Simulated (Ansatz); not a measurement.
Barrier FH + H via FH2, on the benchmark's geometries as Psi4's copy gives them; open shells unrestricted, no zero-point energy, no spin–orbit coupling.
Transition structure (charge 0, multiplicity 2):
```xyz
3

H      0.147    -1.128     0.000
F      0.000     0.330     0.000
H     -0.147    -1.845     0.000
```

Frozen-core correlation. CBS: X⁻³ extrapolation of the correlation energy, Hartree–Fock from the larger set.

Programs: Ansatz (a first-principles code) with Gaussian orbitals. 

Barrier heights (kcal/mol): PBE/def2-TZVPPD 24.68; B3LYP/def2-TZVPPD 23.32; wB97M-V/def2-TZVPPD 29.04; CCSD(T)/CBS(aug-cc-pVTZ, aug-cc-pVQZ) 33.77.

**Question.** With all else equal, by what factor does exp(−ΔE‡/RT) at 298.15 K differ from its value at CCSD(T)/CBS(aug-cc-pVTZ, aug-cc-pVQZ)?

**Answer.** 
RT = 0.5925 kcal/mol, so the factor is exp(−(ΔE‡ − 33.77)/RT): PBE/def2-TZVPPD 4.6e+06; B3LYP/def2-TZVPPD 4.6e+07; wB97M-V/def2-TZVPPD 2900. Each 1.36 kcal/mol is a factor of ten. CCSD(T)/CBS(aug-cc-pVTZ, aug-cc-pVQZ) is the comparison, a level with limits of its own.
